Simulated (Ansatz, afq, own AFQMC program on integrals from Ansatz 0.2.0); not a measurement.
Two steps: Ansatz 0.2.0 writes the Fock matrix and Cholesky factors of the valence space, and afq projects on them the lowest state that overlaps trial and start.

```yaml
crystal:
  periodic: [false, false, false]
  atoms:
    - {symbol: Si, position_ang: [0.000000, 0.000000, 0.510933]}
    - {symbol: B, position_ang: [0.000000, 0.000000, -1.020067]}
    - {symbol: H, position_ang: [0.000000, -1.025810, -1.647856]}
    - {symbol: H, position_ang: [0.000000, 1.025810, -1.647856]}
basis:
  gaussian: {orbitals: cc-pVDZ}
magnetization: {spin_polarized: true, initial_magnetization: 1}
correlation: {method: ccsd_t, electrons: outside_noble_gas, hamiltonian_folder: ham}
```

```sh
$ ansatz run in.yaml --threads 1 --pin off --events-out ev --progress --plain --max-ram 1382MiB
```

Options of the walk:

```
--method phaseless --trial cisd --walkers 60 --populations 1 --least-time 40 --time-step 0.005 --steps-per-block 50 --equilibration-blocks 28 --max-blocks 300 --target-error 0.00036 --factor-cut 1e-05 --start spin_pure --seed 4799 --release-times 0.24,0.51,0.99,1.62,2.4 --release-step 0.03 --release-every 4 --taylor-order 6
```

Times are imaginary, in 1/Eh. The walk had a cap of 1011 s.

afq prints:

```
orbitals 36  electrons 5 4  factors 284 of 402
reference energy -314.57878317 Eh
CCSD correlation -0.18512415 Eh in 10 cycles, weight of the determinant in the CISD state 0.8822
energy of the start -314.763718 Eh
 block  time / (1/Eh)  mean weight  energy / Eh
     1     0.250  1.0000  -314.761470
     2     0.500  0.9991  -314.761819
     3     0.750  0.9996  -314.764149
     4     1.000  0.9999  -314.767496
     5     1.250  0.9984  -314.764767
     8     2.000  0.9993  -314.766745
    13     3.250  1.0004  -314.773189
    25     6.250  0.9998  -314.768762
    37     9.250  1.0000  -314.770736
    49    12.250  0.9999  -314.768157
    61    15.250  1.0003  -314.775589
    73    18.250  1.0019  -314.770915
    85    21.250  0.9999  -314.768283
    97    24.250  0.9994  -314.767084
   105    26.250  0.9989  -314.776294
   109    27.250  0.9998  -314.769416
   121    30.250  1.0011  -314.773381
   125    31.250  1.0012  -314.766224
   133    33.250  1.0024  -314.771026
   145    36.250  0.9979  -314.769166
   157    39.250  0.9995  -314.771770
   169    42.250  0.9971  -314.769486
   181    45.250  0.9992  -314.772236
   185    46.250  1.0012  -314.770147
blocks merged  error / Eh  count
     1  0.000227  160
     2  0.000269  80
     4  0.000312  40
     8  0.000284  20
    16  0.000296  10
released: time / (1/Eh)  energy / Eh  error  mean overlap
  0.24  -314.770732  0.000446  1.0075
  0.51  -314.770486  0.000383  1.0245
  0.99  -314.770486  0.000459  1.0412
  1.62  -314.770641  0.000394  1.0386
  2.40  -314.771102  0.000645  1.0212
energy -314.770777 +/- 0.000312 Eh
(rows thinned)
```

The run passed its tests (sampling time, drift between the halves within three errors, error under three times the target), which doesn't prove that it has relaxed.

Against this walk (error 8.5 meV) on the same determinant: CCSD(T) 40.3 meV higher, CCSDT(Q) 2.9 meV higher (within the noise). The error is statistical and leaves out the bias of the constraint. Released to 1.62 1/Eh the energy moves by 4 ± 14 meV (both errors), within twice the noise.

Cautions: constraint bias not in the error; an unrestricted solution with more broken spin lies lower (11 meV, ⟨S²⟩ 0.90).

The walk took 3.7 min on 1 thread of Arm Neoverse V1, with other jobs on the host. The log's last line is the phaseless energy.

CCSDT and higher add their correlation energy to the determinant of the CCSD(T) run, since their own runs factorise the integrals more tightly (a shift of under 2 meV). A walk keeps the symmetry of its determinant, which the program's search chose and which needn't be the lowest solution, so a lower state of the same spin and another symmetry isn't excluded.
